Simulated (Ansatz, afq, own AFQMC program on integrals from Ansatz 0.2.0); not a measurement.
## Where AFQMC and coupled cluster stand for AlNH3, quartet

```tsv
atom	x (Å)	y (Å)	z (Å)
Al	-0.9646	0.0000	0.0000
H	-1.7575	1.3734	0.0000
H	-1.7575	-1.3734	0.0000
H	0.6212	0.0000	0.0000
N	2.0664	0.0000	0.0000
```

Connectivity, by distances: AlH3 ··· N.

Basis cc-pVTZ. Noble-gas cores (and the filled d shells of Ga–Kr and In–Xe) are frozen. Ansatz 0.2.0 and our own AFQMC program on the same integrals; the CISD trial comes from CCSD amplitudes, and released means the phaseless constraint is let go. Error bars are statistical, one sigma.

Determinant: UHF, the one that the program's search chose, which needn't be the lowest solution. The geometry is a point of a scan.

No full CI on the walks' own integrals is used here; CCSDT(Q) serves as the reference and is uncertain by about the last step of the cluster series.

Cautions: lower spins were not checked.

```
T1 diagnostic                               : 0.0170
weight of the determinant in the CISD state : 0.889
⟨S²⟩ of the determinant                     : 3.775
size of the correlated space                : 11 electrons in 100 orbitals
```

| level | correlation energy (eV) |
| --- | --- |
| MP2 | -5.5983 |
| CCSD | -6.6998 |
| CCSD(T) | -6.8613 |

(1) Estimate where AFQMC with the constraint released lies against CCSD(T) on the same integrals.

(1) 1.16 ± 0.28 mEh below CCSD(T).

Reference: CCSDT(Q), correlation energy -6.897 eV. The released energy is read at 2.40 1/Eh (meV from the phaseless value at times in 1/Eh: -5.2 ± 2.4 at 0.24, -2 ± 4 at 0.51, -8 ± 4 at 0.99, -17 ± 5 at 1.62, -4 ± 8 at 2.40).

```tsv
level	E − E(reference) (mEh)	share of correlation (%)
CCSD(T)	1.31	99.48
CCSDT	0.20	99.92
ph-AFQMC/CISD	0.31 ± 0.12	99.88
released AFQMC	0.15 ± 0.28	99.94
```

A walk keeps the symmetry of its determinant, which the program's search chose and which needn't be the lowest solution, so a lower state of the same spin and another symmetry isn't excluded. Released energies are given only where the last usable release times agree within the noise; a slower fall can still hide under it.
